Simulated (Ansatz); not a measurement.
AlHF (SMILES [F][AlH]): the energy, rung by rung

AlHF has 3 atoms, charge 0, and is taken as a doublet. As SMILES, `[F][AlH]`. The shape is that of a PBE0-D4/def2-TZVP optimisation.

```xyz
3

F     0.9071    0.8932    0.5856
Al   -0.4325    0.3180   -0.1995
H    -0.4854   -1.2761   -0.3993
```

Each level gives the energy change with the F1–Al2 bond stretched from 1.656 to 2.484 Å (eV). The values are calculated.

| level | kind | program | value (eV) |
| --- | --- | --- | --- |
| USVWN5/STO-3G | LDA | Ansatz | 3.85 |
| UPBE/STO-3G | GGA | Ansatz | 3.48 |
| U-r2SCAN0/STO-3G | hybrid meta-GGA | Ansatz | 3.61 |
| UB3LYP/STO-3G | global hybrid | Ansatz | 3.49 |
| UHSE06/STO-3G | range-separated hybrid | Ansatz | 3.55 |
| UB2PLYP/STO-3G | double hybrid | Ansatz | 3.48 |
| RPA@PBE/STO-3G | RPA | Ansatz | 2.87 |
| UMP2/STO-3G | perturbation theory | Ansatz | 3.10 |
| UBCCD(T)/STO-3G | coupled cluster or CI | Ansatz | 3.01 |
| UCCSD/STO-3G | coupled cluster or CI | Ansatz | 2.90 |

The first shape isn't each level's own minimum. The values span 2.87 to 3.85 eV. All rows use very small basis sets, so none should be taken for the real molecule's value.
